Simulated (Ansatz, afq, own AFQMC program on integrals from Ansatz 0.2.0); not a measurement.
**BSiH2, quartet in cc-pVDZ, levels against CCSDT(Q)**

| atom | x (Å) | y (Å) | z (Å) |
| --- | --- | --- | --- |
| Si | 0.0000 | 0.0000 | 0.6500 |
| B | 0.0000 | 0.0000 | -1.3428 |
| H | 0.0000 | -1.0760 | -1.8539 |
| H | 0.0000 | 1.0760 | -1.8539 |

Connectivity, by distances: Si–BH2.

Basis cc-pVDZ. Noble-gas cores (and the filled d shells of Ga–Kr and In–Xe) are frozen. Ansatz 0.2.0 and our own AFQMC program on the same integrals; the CISD trial comes from CCSD amplitudes, and released means the phaseless constraint is let go. Free AFQMC starts from the CCSD state and is never constrained. Its projection time is finite, and what remains of the start isn't in its error. Error bars are statistical, one sigma.

Determinant: UHF, the one that the program's search chose, which needn't be the lowest solution. The geometry is a point of a scan.

No full CI on the walks' own integrals is used here; CCSDT(Q) serves as the reference and is uncertain by about the last step of the cluster series.

Cautions: lower spins were not checked.

* T1 diagnostic: 0.0396
* weight of the determinant in the CISD state: 0.868
* ⟨S²⟩ of the determinant: 3.753
* size of the correlated space: 9 electrons in 36 orbitals

| level | correlation energy (eV) |
| --- | --- |
| MP2 | -3.6466 |
| CCSD | -4.5749 |
| CCSD(T) | -4.7311 |

(1) Estimate where free-projection AFQMC lies against CCSD(T) on the same integrals.

(1) 5.5 ± 1.7 kJ/mol below CCSD(T).

Reference: CCSDT(Q), correlation energy -4.779 eV. The released energy is read at 2.40 1/Eh (meV from the phaseless value at times in 1/Eh: 3 ± 12 at 0.24, 3 ± 11 at 0.51, -2 ± 11 at 0.99, 1 ± 9 at 1.62, -4 ± 10 at 2.40).

```
         level  E − E(reference) (kJ/mol)  share of correlation (%)
       CCSD(T)                        4.7                     98.99
         CCSDT                        0.9                     99.81
 ph-AFQMC/CISD                 -0.8 ± 0.9                    100.17
released AFQMC                 -1.1 ± 1.0                    100.25
    free AFQMC                 -0.9 ± 1.7                    100.19
```

Free projections are given only where their last times agree within the noise and don't stop above the reference; a slow remainder of the start can still hide under it. A walk keeps the symmetry of its determinant, which the program's search chose and which needn't be the lowest solution, so a lower state of the same spin and another symmetry isn't excluded. Released energies are given only where the last usable release times agree within the noise; a slower fall can still hide under it.
